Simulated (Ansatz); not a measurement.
# CH5BN: the cost of one run

Program: Ansatz 0.2.0 through its Python package. Level of theory: PBE/cc-pVTZ. These are calculated values, not measurements.

**1. Starting point**

Bond lengths: B1–N2 1.462 Å, N2–C3 1.458 Å, B1–H4 1.148 Å, B1–H5 1.220 Å, C3–H6 1.111 Å, C3–H7 1.164 Å, C3–H8 1.062 Å. Angles: B1–N2–C3 108.6°, N2–B1–H4 122.6°, N2–B1–H5 121.9°, H4–B1–H5 115.4°, N2–C3–H6 110.5°, N2–C3–H7 106.2°, N2–C3–H8 111.0°, H6–C3–H7 106.8°, H6–C3–H8 114.8°, H7–C3–H8 107.2°.

No structure file is read: the coordinates are typed or built in the script.

**2. Script**

The input, run_tae.py:

```python
# -*- coding: utf-8 -*-
"""Energy to split CH5BN into its atoms."""

from collections import Counter

import ansatz as az

BASIS = "cc-pVTZ"
XC = "pbe"


def energy(molecule, charge=0, unpaired=0):
    calc = molecule.calculation().basis(gaussian=BASIS).functional(XC)
    if charge:
        calc = calc.charge(charge)
    if unpaired:
        calc = calc.spin("collinear", total=unpaired)
    return calc.run().report["free_energy_ev"]

geometry_ang = [
    ("B", (-0.3229, 0.9649, -0.8466)),
    ("N", (0.8227, 0.2803, -0.2498)),
    ("C", (0.3293, -0.7714, 0.6318)),
    ("H", (-1.0615, 0.4372, -1.5496)),
    ("H", (-0.5129, 2.1599, -0.6896)),
    ("H", (-0.2394, -0.3329, 1.4789)),
    ("H", (1.2708, -1.2818, 1.0875)),
    ("H", (-0.194, -1.5134, 0.0817)),
]
system = az.Crystal.molecule()
for symbol, xyz in geometry_ang:
    system = system.atom(symbol, xyz)

# Hund ground states
unpaired = {"B": 1, "N": 3, "C": 2, "H": 1}
counts = Counter(site.symbol for site in system.cartesian_sites)
atom_energy = {s: energy(az.Crystal.molecule().atom(s, (0, 0, 0)), 0, unpaired[s]) for s in counts}
whole = energy(system, 0, 1)
for s, e in atom_energy.items():
    print(f"{s:2s} x{counts[s]}  {e:14.5f} eV")
print(f"CH5BN: {whole:.5f} eV")
split = sum(counts[s] * e for s, e in atom_energy.items()) - whole
print(f"atomisation energy (no zero-point term): {96.485332 * split:.1f} kJ/mol, {split / sum(counts.values()):.3f} eV an atom")
```

**3. The calls as engine input**

The engine receives this input (first run):

```yaml
crystal:
  periodic: [false, false, false]
  atoms:
    - { symbol: B, position_ang: [0.0, 0.0, 0.0] }
basis:
  gaussian:
    orbitals: cc-pVTZ
hamiltonian:
  xc: pbe
magnetization:
  spin_polarized: true
  initial_magnetization: 1.0
```

**4. The run**

Run with:

```bash
> python run_tae.py
```

Q: Estimate wall time and peak memory on 1 thread of Arm Neoverse V2, shared host.

About 4.5 s, with a peak of 0.24 GiB.
